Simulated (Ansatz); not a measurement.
# CH2O: the cost of one run

Method: the levels named in each step, in Ansatz 0.2.0.

**1. Starting point**

Bond lengths: C1–O2 1.192 Å, C1–H3 1.103 Å, C1–H4 1.103 Å. Angles: O2–C1–H3 122.8°, O2–C1–H4 122.8°, H3–C1–H4 114.5°.

Structure file:

```xyz
4

C    -0.5855    0.1064    0.0032
O     0.5873   -0.1068   -0.0033
H    -1.3387   -0.6995    0.0116
H    -1.0070    1.1258    0.0017
```

**2. A rough first relaxation, PBE-D4/def2-SVP**

This run stands in another session on the same molecule. It ended at:

```xyz
4

C    -0.5815    0.1057    0.0039
O     0.6072   -0.1104   -0.0036
H    -1.3549   -0.7211    0.0116
H    -1.0147    1.1517    0.0014
```

**3. Relaxation, PBE0-D4/def2-TZVPP**

This run stands in another session on the same molecule. It ended at:

```xyz
4

C    -0.5913    0.1074    0.0034
O     0.5849   -0.1063   -0.0039
H    -1.3367   -0.7120    0.0119
H    -1.0008    1.1368    0.0019
```

**4. Frequencies, PBE0-D4/def2-TZVPP**

File input.yaml:

```yaml
crystal:
  periodic: [false, false, false]
  atoms:
    - { symbol: C, position_ang: [-0.59125691, 0.10743641, 0.00335801] }
    - { symbol: O, position_ang: [0.58486562, -0.10631286, -0.00389418] }
    - { symbol: H, position_ang: [-1.33671822, -0.71197952, 0.01192668] }
    - { symbol: H, position_ang: [-1.00080051, 1.13675596, 0.0018795] }
basis:
  gaussian: { orbitals: def2-TZVPP }
hamiltonian:
  xc: pbe0
  dispersion: d4
phonons: {}
```

Command:

```sh
ansatz run input.yaml --threads 2 --pin off --max-ram 5120MiB --backend cpu --events-out ev --progress --plain --runs-dir out
```

Q: Estimate wall time and peak memory on 2 threads of Intel Xeon at 2.70GHz, shared host.

About 7.5 s, with a peak of 0.13 GiB.
